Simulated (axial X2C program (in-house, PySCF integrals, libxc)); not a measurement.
# Which molecule has these constants?

All values come from calculations with an in-house relativistic program for diatomic molecules, spin-free (one-electron X2C) or two-component (2c: spin–orbit coupling with atomic mean-field Coulomb and Gaunt terms, which also bring small scalar terms), in Dyall basis sets with cores contracted in-house; open shells are unrestricted.

A two-component PBE0 calculation in a Dyall 3-zeta basis gave Re = 1.606 Å, ωe = 844.4 cm⁻¹, De = 4.64 eV, dipole magnitude 0.86 D, Ω = 1.

Task: Which molecule is it?
A. LiP
B. PF
C. PO
D. BP
E. PC

Result: B. The others have PC 1.555 Å and 1294.4 cm⁻¹ (Ω = 1/2); PO 1.483 Å and 1272.3 cm⁻¹ (Ω = 1/2); LiP 2.324 Å and 492.2 cm⁻¹ (Ω = 1); BP 1.739 Å and 979.2 cm⁻¹ (Ω = 2).

Each entry is the lowest single determinant of a limited PBE0 search at one distance. De goes to single-determinant-based atoms at the same level (for ions the charge split of lowest energy) and is withheld (n/a) where an atom does not fit its ground term or J level. Main or longest-lived isotopes. One determinant is a doubtful description, or other states lie close, for PF, PC, LiP, BP; these need not be ground states, and all values refer to the states named. Some open-shell Ω = 0 determinants are out of reach, so the Ω given for PF, LiP, BP need not be the lowest component. With several unpaired electrons the Ω given is that of one determinant, not necessarily of the lowest component. Some light 2c atoms are not at their ground J level, so De misses part of their lowering (0.04 eV or less). The functionals have no current term, which raises determinants with orbital currents.
